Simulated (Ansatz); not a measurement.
Basis-set series for C3H4F2, SMILES `C=C(F)CF`. Total charge 0; spin multiplicity 1. Geometry: relaxed with PBE0-D4/def2-TZVP. It is one conformer, not always the lowest.

```csv
functional,basis,functions,energy (Eh),HOMO (eV),LUMO (eV)
PBE0-D4,def2-SVP,90,-315.80695,-7.59,0.46
PBE0-D4,def2-QZVPP,405,-316.19846,-7.71,0.13
ωB97M-V,def2-SVP,90,-316.02178,-9.85,2.70
ωB97M-V,def2-QZVPP,405,-316.42430,-9.99,2.03
```

(1) Give the rows for def2-TZVPP. (Estimate.)

## Answers

(1) Computed: 
| functional | basis | functions | energy (Eh) | HOMO (eV) | LUMO (eV) |
| --- | --- | --- | --- | --- | --- |
| PBE0-D4 | def2-TZVPP | 211 | -316.18179 | -7.68 | 0.24 |
| ωB97M-V | def2-TZVPP | 211 | -316.40837 | -9.96 | 2.38 |

Positive LUMOs are unbound and depend on the basis.
